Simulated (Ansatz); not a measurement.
# CH4S + CO2: molecular dynamics

The plan is to follow the two partners and see whether they stay together, part or react. The start is relaxed first. Runs: 300 steps of 1 fs under a Langevin thermostat at 1500 K. SMILES of the start: CS.O=C=O.

All numbers below are computed with Ansatz 0.2.0 (UKS PBE0-D4/STO-3G).

## (1) The system as given

Bond lengths: C1–S2 1.822 Å, C1–H3 1.086 Å, C1–H4 1.085 Å, C1–H5 1.085 Å, S2–H6 1.332 Å, O7–C8 1.144 Å, C8–O9 1.144 Å. Angles: C1–S2–H6 96.3°, S2–C1–H3 109.7°, S2–C1–H4 106.4°, S2–C1–H5 109.6°, H3–C1–H4 110.2°, H3–C1–H5 111.0°, H4–C1–H5 110.0°, O7–C8–O9 178.7°.

Coordinates:

```xyz
9

C     0.2606   -0.2471   -1.2118
S    -0.8334    1.1062   -0.6727
H    -0.0668   -1.1813   -0.7653
H     1.2561    0.0066   -0.8618
H     0.2539   -0.3111   -2.2951
H    -1.9360    0.6449   -1.2614
O     1.1162    0.8468    2.3161
C     0.3491   -0.0009    2.3537
O    -0.3997   -0.8642    2.3982
```

## (2) Preparing the start

Input file input.yaml:

```yaml
crystal:
  periodic: [false, false, false]
  atoms:
    - { symbol: C, position_ang: [0.2606, -0.2471, -1.2118] }
    - { symbol: S, position_ang: [-0.8334, 1.1062, -0.6727] }
    - { symbol: H, position_ang: [-0.0668, -1.1813, -0.7653] }
    - { symbol: H, position_ang: [1.2561, 0.0066, -0.8618] }
    - { symbol: H, position_ang: [0.2539, -0.3111, -2.2951] }
    - { symbol: H, position_ang: [-1.936, 0.6449, -1.2614] }
    - { symbol: O, position_ang: [1.1162, 0.8468, 2.3161] }
    - { symbol: C, position_ang: [0.3491, -0.0009, 2.3537] }
    - { symbol: O, position_ang: [-0.3997, -0.8642, 2.3982] }
magnetization:
  spin_polarized: true
basis:
  gaussian: { orbitals: STO-3G }
hamiltonian:
  xc: pbe0
  dispersion: d4
relax:
  f_tol: 0.02
  max_steps: 40
output:
  orbitals: {}
```

Started as:

```
$ ansatz run input.yaml --threads 1 --pin off --max-ram 2048MiB --backend cpu --events-out ev --progress --plain --runs-dir out
```

The runs that follow: Dynamics.

**Question.** What will these runs give? Wanted: relaxation of the start; temperature, first and last step; temperature, second half; potential energy, second half; bonds formed or broken.

As calculated:

| quantity | value |
| --- | --- |
| relaxation of the start | 31 moves, 0.775 eV lower |
| length | 300 steps of 1 fs |
| temperature, first and last step | 1333 and 1649 K |
| temperature, second half | mean 1552 K, from 361 to 2508 K |
| potential energy, second half | +119 meV/atom from the start |
| bonds formed or broken | 0 |

In words: Against a set 1500 K the second half averages 1552 K with a spread of 405 K. A friction of 0.5 per fs wipes out velocities within 2 fs: the temperature is held, but the motion is overdamped and says nothing of rates. The bonds all hold. The partners' closest contact goes from 2.41 to 2.33 Å: they stay in touch over this short run. A run of 300 fs with 9 atoms shows the motion but fixes no equilibrium value. The nuclei move classically, without zero-point motion, which matters most for hydrogen. In so small a basis the energies are only a sketch.
